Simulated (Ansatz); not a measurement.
What does this script print? It uses Ansatz 0.2.0 through its Python package.

The script, `run_energy.py`:
```python
"""Single point of C2H4O3 in a Gaussian basis."""

import ansatz as az
from ase import Atoms
import numpy as np

BASIS_SET = "cc-pVDZ"


def main() -> None:
    atoms = Atoms(["O", "C", "O", "C", "O", "H", "H", "H", "H"], positions=[
        (0.7599, 0.5636, 1.4856),
        (1.1677, 0.6829, 0.3439),
        (0.6334, 0.1049, -0.7804),
        (-0.4336, -0.6515, -0.5247),
        (-1.6086, 0.1563, -0.2144),
        (2.0748, 1.2711, 0.0764),
        (-0.7234, -1.1937, -1.4407),
        (-0.3059, -1.3968, 0.2542),
        (-1.4757, 0.4169, 0.7829),
    ])
    molecule = az.Crystal.molecule_from_ase(atoms)

    setup = (
        molecule.calculation()
        .basis(gaussian=BASIS_SET)  # atom-centred Gaussian functions
        .functional(az.LibraryFunctional("wB97X"))
        .forces()  # minus the gradient of the free energy
    )
    trace = []
    result = setup.session().plan().execute(on_event=trace.append)
    data = result.report
    for event in trace:
        if event["event"] == "mean_field_evaluation" and event["data"]["evaluation"] <= 25:
            print("pass {evaluation:3d}  E = {energy_ev:.6f} eV  gradient {gradient_ev:.1e}".format(**event["data"]))

    for key in ("converged", "free_energy_ev", "reference_energy_ev", "n_frozen", "n_occupied", "n_virtual"):
        print(f"{key:22s} {data[key]}")

    field = data["mean_field"]
    print("<S^2> =", round(abs(field["state"]["spin_squared"]), 4), " all-electron relativity setting:", field["relativity"])
    print("passes:", field["passes"])
    if "symmetry" in field:
        print("occupied orbitals by irrep:", field["symmetry"]["occupied"])

    symbols = [site.symbol for site in molecule.cartesian_sites]
    forces = np.array(data["forces_ev_ang"])
    print("largest force", round(float(np.linalg.norm(forces, axis=1).max()), 4), "eV/A, rms", round(float(np.sqrt((forces ** 2).mean())), 4))

    charges = data["charge_distribution"]
    dipole = np.array(charges["dipole_moment_e_ang"]) * 4.803205
    print("dipole (D): {:.3f} {:.3f} {:.3f}, length {:.3f}".format(*dipole, np.linalg.norm(dipole)))
    print("atom  Mulliken   Lowdin")
    for symbol, m, l in zip(symbols, charges["mulliken_charges_e"], charges["lowdin_charges_e"]):
        print(f"{symbol:4s} {m:9.3f} {l:8.3f}")


if __name__ == "__main__":
    main()
```

```console
$ python run_energy.py
pass   1  E = -8272.782671 eV  gradient 5.4e+01
pass   2  E = -8271.407988 eV  gradient 6.3e+01
pass   3  E = -8277.799788 eV  gradient 7.3e+00
pass   4  E = -8277.878771 eV  gradient 3.5e+00
pass   5  E = -8277.899339 eV  gradient 4.9e-01
pass   6  E = -8277.899341 eV  gradient 4.9e-01
pass   7  E = -8278.089998 eV  gradient 6.9e-01
pass   8  E = -8278.091419 eV  gradient 1.1e-01
pass   9  E = -8278.091470 eV  gradient 4.8e-02
pass  10  E = -8278.091478 eV  gradient 2.3e-02
pass  11  E = -8278.091480 eV  gradient 2.3e-02
pass  12  E = -8278.091481 eV  gradient 9.1e-03
pass  13  E = -8278.091482 eV  gradient 2.3e-03
pass  14  E = -8278.091482 eV  gradient 4.4e-04
pass  15  E = -8278.091482 eV  gradient 4.4e-04
pass  16  E = -8278.091482 eV  gradient 1.5e-04
pass  17  E = -8278.091482 eV  gradient 5.3e-05
pass  18  E = -8278.091482 eV  gradient 5.3e-05
pass  19  E = -8278.091482 eV  gradient 5.3e-05
converged              True
free_energy_ev         -8278.091459615485
reference_energy_ev    -8278.091459615485
n_frozen               0
n_occupied             [20, 20]
n_virtual              [70, 70]
<S^2> = 0.0  all-electron relativity setting: none
passes: {'evaluations': 16, 'products': 14}
occupied orbitals by irrep: [{'A': 20}, {'A': 20}]
largest force 5.1964 eV/A, rms 1.5358
dipole (D): 1.519 -0.532 -0.348, length 1.647
atom  Mulliken   Lowdin
O       -0.248    0.148
C        0.247   -0.305
O       -0.205    0.308
C        0.233   -0.204
O       -0.344    0.097
H        0.055   -0.004
H        0.052   -0.006
H        0.029   -0.027
H        0.182   -0.007
```

Total energies depend on the basis set; only differences at equal settings carry meaning. The geometry is a force-field or estimated start, not a minimum of this method, and the basis set is short of its limit. The Löwdin charges here are taken after orthogonalising the functions within each atom; they differ from plain Löwdin charges, and their signs can be unphysical. Early passes use coarser integrals and grids, so their energies can't be compared with the last. The whole script took 8.9 s on 1 thread of Arm Neoverse V1, on a shared host, peak memory 0.27 GiB.
